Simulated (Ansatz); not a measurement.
Relaxation of ClH₆NSi (9 atoms, charge 0, multiplicity 1), to a largest force component of 0.03 eV/Å in at most 50 steps.

Level of theory: Ansatz 0.2.0, RKS revPBE-D4/def2-SVP.

```xyz
9
Properties=species:S:1:pos:R:3:forces:R:3
Si -0.073 0.142 0.183 -0.17 0.29 0.49
N -0.042 0.090 1.982 0.26 -0.41 -0.52
H -0.937 -0.008 2.473 -0.02 0.01 -0.06
H 0.516 0.813 2.446 -0.01 0.04 -0.01
H 1.351 0.202 -0.275 -0.01 0.01 -0.01
H -0.793 1.357 -0.363 0.00 -0.01 0.00
H -0.796 -1.077 -0.300 -0.01 0.00 0.01
Cl 1.611 -2.663 0.869 -0.15 0.26 0.67
H 1.118 -1.826 1.797 0.10 -0.20 -0.56
```

**Question.** Where does it end, and by what steps?

**Answer.** The forces met the threshold. After 7 steps the energy has fallen by 0.221 eV; Cl8 moved furthest, 0.70 Å.

```json
{"step": "0", "energy less start (eV)": "0.0000", "largest force component (eV/Å)": "0.667", "accepted": "yes"}
{"step": "1", "energy less start (eV)": "-0.0866", "largest force component (eV/Å)": "0.830", "accepted": "yes"}
{"step": "2", "energy less start (eV)": "-0.1709", "largest force component (eV/Å)": "0.269", "accepted": "yes"}
{"step": "3", "energy less start (eV)": "-0.2092", "largest force component (eV/Å)": "0.148", "accepted": "yes"}
{"step": "4", "energy less start (eV)": "-0.2171", "largest force component (eV/Å)": "0.073", "accepted": "yes"}
{"step": "5", "energy less start (eV)": "-0.2199", "largest force component (eV/Å)": "0.083", "accepted": "yes"}
{"step": "6", "energy less start (eV)": "-0.2208", "largest force component (eV/Å)": "0.051", "accepted": "yes"}
{"step": "7", "energy less start (eV)": "-0.2209", "largest force component (eV/Å)": "0.017", "accepted": "yes"}
```

```xyz
9
Properties=species:S:1:pos:R:3
Si -0.122 0.238 0.087
N 0.091 -0.114 1.827
H -0.774 -0.285 2.355
H 0.657 0.566 2.351
H 1.252 0.356 -0.496
H -0.885 1.512 -0.177
H -0.881 -0.918 -0.491
Cl 1.650 -2.737 1.560
H 0.968 -1.588 1.796
```

Time of the run: 16 s on 1 thread of Arm Neoverse V2 (shared host), peak memory 0.12 GiB.
